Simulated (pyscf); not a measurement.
Single points on ωB97X-D3(BJ)/def2-SVP structures (PySCF, gas phase).

Q: For H₂N–SiH₂–Cl (SMILES N[SiH2]Cl) + HF (SMILES F) -> NH₃ (SMILES N) + F–SiH₂–Cl (SMILES F[SiH2]Cl), a four-centre exchange (singlet surface; N–Si, F–H broken, H–N, F–Si formed), PBE/def2-TZVP gives ΔE‡ = 6.5 kcal/mol and ΔE = -18.7 kcal/mol (zero: the separated reactants). In which direction and how far do r²SCAN/def2-TZVP, M06-2X/def2-TZVP, ωB97M-D3(BJ)/def2-TZVP move these?

A: r²SCAN: ΔE‡ = 7.6 kcal/mol, ΔE = -19.6 kcal/mol; M06-2X: ΔE‡ = 11.5 kcal/mol, ΔE = -18.2 kcal/mol; ωB97M-D3(BJ): ΔE‡ = 10.5 kcal/mol, ΔE = -18.6 kcal/mol. PBE's barrier lies under all of them, by 1.1 to 5.0 kcal/mol. Its reaction energy lies among theirs. On the reactant side the descent ends in a complex, 7.0 kcal/mol under the separated species and 17.5 kcal/mol under the saddle at ωB97X-D3(BJ)/def2-TZVP. On the product side the descent ends in an adduct with a N–Si contact, 4.4 kcal/mol under the separated species and 32.8 kcal/mol under the saddle at ωB97X-D3(BJ)/def2-TZVP. What is counted as broken (N–Si) persists as a longer contact in the product adduct; parting that adduct is a step of its own. This is the saddle that the search found; another between the same sides may lie lower.
